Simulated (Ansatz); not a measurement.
Complex (SMILES): C (CH4) with F (HF), atoms 1 to 5 the first; geometry from A24 set, monomers rigid:
```xyz
7

C      0.0000     0.0000     1.7707
H      0.5159    -0.8936     1.4203
H      0.0000     0.0000     2.8581
H      0.5159     0.8936     1.4203
H     -1.0319     0.0000     1.4203
H      0.0000     0.0000    -0.5488
F      0.0000     0.0000    -1.4680
```

Basis-set convergence of the counterpoise-corrected interaction energy at MP2 with Ansatz (a quantum-chemistry and plane-wave program). All functions are spherical. Cores are frozen. No added dispersion term, no relativity. Functions are those of the species that has most. Reference: Hartree-Fock in aug-cc-pVQZ plus the correlation part extrapolated as X^-3 from aug-cc-pVTZ and aug-cc-pVQZ, -1.62 kcal/mol, itself unsure by roughly 0.02 kcal/mol (a third of the extrapolation step and of the last Hartree-Fock step). Deviations are taken from unrounded values.

```tsv
basis	functions	counterpoise-corrected interaction energy (kcal/mol)	minus reference (kcal/mol)
6-31G	28	-0.05	1.57
def2-SVP	53	-0.31	1.30
pcseg-1	53	-0.17	1.45
6-311G**	66	-0.47	1.14
aug-pcseg-1	91	-0.81	0.81
def2-TZVPD	122	-1.24	0.37
pcseg-2	130	-1.18	0.43
6-311++G(3df,3pd)	168	-1.33	0.29
aug-cc-pVTZ	207	-1.49	0.12
```

The smallest set listed that lies within 0.2 kcal/mol of the reference with all its larger relatives (same family, alike in diffuse functions; a set with none counts only in the reference's own line) is aug-cc-pVTZ (207 functions, 0.12 kcal/mol off). (Relatives not listed, tested too: aug-cc-pVQZ 0.05 kcal/mol.)
